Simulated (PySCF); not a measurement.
Cartesian coordinates in Å; atom numbers follow the order of the lines, from 1:
```xyz
12

F     0.9024    0.1353   -2.5244
C     0.4535    0.0683   -1.2717
C    -0.1751    1.1773   -0.7177
C    -0.6396    1.0993    0.5941
C    -0.4751   -0.0714    1.3343
C     0.1573   -1.1719    0.7560
C     0.6272   -1.1094   -0.5545
H    -0.2909    2.0813   -1.3184
H    -1.1343    1.9652    1.0404
H    -0.8398   -0.1260    2.3621
H     0.2890   -2.0921    1.3300
H     1.1255   -1.9559   -1.0305
```

Computational details: structure optimised with PBE0-D3(BJ)/def2-SVP, NMR shieldings at PBE0/pcSseg-1/GIAO, B3LYP/pcJ-1 coupling constants (spin–dipole term only in couplings to heteroatoms), in PySCF (a single conformation, gas phase, one averaged value for each set of equivalent atoms, relativity neglected).

Question: List the cross peaks expected in HSQC, COSY and HMBC spectra.

Answer: 

HSQC (one-bond C–H):
```
           δH             δC  $^{1}J$(C,H) (Hz)
7.46 (H9/H11)  135.7 (C4/C6)                168
   7.22 (H10)     128.6 (C5)                169
7.15 (H8/H12)  120.7 (C3/C7)                170
```

COSY cross peaks (|J| ≥ 2 Hz):
```
           δH             δH  abs. J (Hz)  bonds
7.46 (H9/H11)     7.22 (H10)          8.2      3
7.46 (H9/H11)  7.15 (H8/H12)          9.3      3
```

HMBC (two and three bonds, |J| ≥ 2.5 Hz):
```
           δH                                        δC [abs. J in Hz]
7.46 (H9/H11)                   170.5 (C2) [11.2], 135.7 (C4/C6) [9.4]
   7.22 (H10)                                      120.7 (C3/C7) [8.7]
7.15 (H8/H12)  170.5 (C2) [4.6], 128.6 (C5) [8.1], 120.7 (C3/C7) [4.5]
```

Shifts are taken against calculated references (same method and geometry level): TMS for $^{1}$H (σ = 31.27 ppm) and $^{13}$C (σ = 184.41 ppm).

Common functionals overestimate the size of one-bond C–F couplings by tens of Hz; these are unscaled. Unscaled 3J(H,H) at this level run about 9 % above measured values. Shifts are as computed. Against solution values, carbons near 30 ppm lie about +2 ppm off and those near 130 ppm about +4 ppm. Of 246 compounds with measured shifts, 49 miss one by over three times the rms of a fit or turn the order of signals round; such compounds aren't used in these exercises.
